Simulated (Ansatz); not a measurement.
Process, species as SMILES: c1cc[nH]c1 [1H-pyrrole] → c1c[c]c[nH]1 + H atom (the C-H bond breaks)

Quantity: bond dissociation energy (electronic), in kcal/mol. Conventions: 6-311+G** with 5d; dispersion terms only where a functional's name holds one; LANL2DZ all-electron up to Ne; 6-31G* and kin with 6d, 5d where marked; spin-orbit terms left out; non-relativistic; open shells spin-unrestricted. First-principles rows: single points at B3LYP-D3(BJ) geometries (Ansatz, an electronic-structure program).

```json
[
 {"level": "B3LYP/STO-3G", "program": "Ansatz", "bond dissociation energy (electronic) (kcal/mol)": "148.8"},
 {"level": "B3LYP/3-21G", "program": "Ansatz", "bond dissociation energy (electronic) (kcal/mol)": "126.2"},
 {"level": "B3LYP/LANL2DZ", "program": "Ansatz", "bond dissociation energy (electronic) (kcal/mol)": "126.2"},
 {"level": "B3LYP/6-31G", "program": "Ansatz", "bond dissociation energy (electronic) (kcal/mol)": "125.6"},
 {"level": "B3LYP/6-31G*", "program": "Ansatz", "bond dissociation energy (electronic) (kcal/mol)": "124.0"},
 {"level": "B3LYP/6-31+G*", "program": "Ansatz", "bond dissociation energy (electronic) (kcal/mol)": "123.9"},
 {"level": "B3LYP/6-31G**", "program": "Ansatz", "bond dissociation energy (electronic) (kcal/mol)": "125.1"},
 {"level": "B3LYP/def2-SVP", "program": "Ansatz", "bond dissociation energy (electronic) (kcal/mol)": "123.6"},
 {"level": "B3LYP/cc-pVDZ", "program": "Ansatz", "bond dissociation energy (electronic) (kcal/mol)": "123.0"},
 {"level": "B3LYP/6-311+G**", "program": "Ansatz", "bond dissociation energy (electronic) (kcal/mol)": "124.1"},
 {"level": "B3LYP/def2-TZVPD", "program": "Ansatz", "bond dissociation energy (electronic) (kcal/mol)": "124.1"}
]
```

No value to compare with is used here. The 10 habitual levels span 123.0 (B3LYP/cc-pVDZ) to 148.8 kcal/mol (B3LYP/STO-3G); B3LYP/def2-TZVPD gives 124.1.

The sets are all those run for this method; runs whose electronic state is in doubt are left out.
